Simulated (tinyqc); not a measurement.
Inside a calculation. Method: extended Hueckel theory, for CH4. One step of it, computed by the program tinyqc.

Task: Wolfsberg-Helmholz matrix. H_ij = K' S_ij (H_ii + H_jj)/2 for i != j (the diagonal keeps H_ii), with K' = K + D^2 + D^4 (1 - K), D = (H_ii - H_jj)/(H_ii + H_jj), K = 1.75.

overlap S, order 1C 2s, 1C 2px, 1C 2py, 1C 2pz, 2H 1s, 3H 1s, 4H 1s, 5H 1s:
```
[[1.000000, 0.000000, 0.000000, 0.000000, 0.481988, 0.481988, 0.481988, 0.481988],
 [0.000000, 1.000000, 0.000000, 0.000000, 0.280019, 0.280019, -0.280019, -0.280019],
 [0.000000, 0.000000, 1.000000, 0.000000, 0.280019, -0.280019, 0.280019, -0.280019],
 [0.000000, 0.000000, 0.000000, 1.000000, 0.280019, -0.280019, -0.280019, 0.280019],
 [0.481988, 0.280019, 0.280019, 0.280019, 1.000000, 0.141015, 0.141015, 0.141015],
 [0.481988, 0.280019, -0.280019, -0.280019, 0.141015, 1.000000, 0.141015, 0.141015],
 [0.481988, -0.280019, 0.280019, -0.280019, 0.141015, 0.141015, 1.000000, 0.141015],
 [0.481988, -0.280019, -0.280019, 0.280019, 0.141015, 0.141015, 0.141015, 1.000000]]
```

diagonal H_ii (eV): [-21.400000, -11.400000, -11.400000, -11.400000, -13.600000, -13.600000, -13.600000, -13.600000]

K = 1.750000

Give: H.

Result:

H (eV), order 1C 2s, 1C 2px, 1C 2py, 1C 2pz, 2H 1s, 3H 1s, 4H 1s, 5H 1s:
```
[[-21.4000, 0.0000, 0.0000, 0.0000, -15.1642, -15.1642, -15.1642, -15.1642],
 [0.0000, -11.4000, 0.0000, 0.0000, -6.1524, -6.1524, 6.1524, 6.1524],
 [0.0000, 0.0000, -11.4000, 0.0000, -6.1524, 6.1524, -6.1524, 6.1524],
 [0.0000, 0.0000, 0.0000, -11.4000, -6.1524, 6.1524, 6.1524, -6.1524],
 [-15.1642, -6.1524, -6.1524, -6.1524, -13.6000, -3.3561, -3.3561, -3.3561],
 [-15.1642, -6.1524, 6.1524, 6.1524, -3.3561, -13.6000, -3.3561, -3.3561],
 [-15.1642, 6.1524, -6.1524, 6.1524, -3.3561, -3.3561, -13.6000, -3.3561],
 [-15.1642, 6.1524, 6.1524, -6.1524, -3.3561, -3.3561, -3.3561, -13.6000]]
```
